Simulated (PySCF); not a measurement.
# ethyl formate: calculation against experiment

**Experimental background.**

From NIST CCCBDB Release 22 (SRD 101), experimental polarizabilities, for the gas: mean polarisability 6.88 Å³.

How close the calculation comes is told at the end.

Ethyl formate, C3H6O2.
SMILES with atom numbers: `[CH3:1][CH2:2][O:3][CH:4]=[O:5]` (hydrogens: H6, H7, H8 on C1; H9, H10 on C2; H11 on C4)

Geometry (PBE0-D3(BJ)/def2-TZVP, Å), atoms numbered from 1 in this order:
```
atom  x, y, z in Å
C1    -1.256    0.196   -0.510
C2    -0.371    0.077    0.706
O3     0.942    0.607    0.451
C4     1.815   -0.221   -0.113
O5     1.616   -1.361   -0.421
H6    -1.323    1.233   -0.843
H7    -2.262   -0.153   -0.267
H8    -0.872   -0.416   -1.328
H9    -0.748    0.673    1.537
H10   -0.273   -0.963    1.023
H11    2.772    0.304   -0.252
```

The PySCF runs (gas phase, on this PBE0-D3(BJ)/def2-TZVP geometry; no spin–orbit coupling):

```json
{"level": "CAM-B3LYP/aug-cc-pVTZ", "job": "10 singlets by full TDDFT, 4 Tamm–Dancoff triplets, polarisability", "basis functions": "368", "wall time": "63 s"}
{"level": "PBE0/aug-cc-pVTZ", "job": "10 singlets by full TDDFT, 4 Tamm–Dancoff triplets, polarisability, dynamic polarisability", "basis functions": "368", "wall time": "57 s"}
{"level": "wB97X-D/aug-cc-pVTZ", "job": "10 singlets by full TDDFT, 4 Tamm–Dancoff triplets, polarisability, ΔSCF ions", "basis functions": "368", "wall time": "3.3 min"}
```

Hardware: an Arm Neoverse V1 with one thread, on a shared host.

**Comparison with experiment**

**Mean polarisability.** Measured: 6.88 Å³ (NIST CCCBDB Release 22 (SRD 101), experimental polarizabilities).

```json
{"level": "CAM-B3LYP/aug-cc-pVTZ", "computed (Å³)": "6.76", "computed − measured (Å³)": "-0.12", "% (from the printed values)": "-2"}
{"level": "PBE0/aug-cc-pVTZ", "computed (Å³)": "6.80", "computed − measured (Å³)": "-0.08", "% (from the printed values)": "-1"}
{"level": "wB97X-D/aug-cc-pVTZ", "computed (Å³)": "6.76", "computed − measured (Å³)": "-0.12", "% (from the printed values)": "-2"}
```

All 3 levels lie below the measurement. The computed values are static and purely electronic, with core orbitals frozen in the response (1 au = 0.148185 Å³). The table of measured values doesn't say here whether a value is static or optical, or holds a vibrational part. The measurement averages over conformers, the calculation has one.

No measured geometry was used, and the causes of the misses weren't examined.
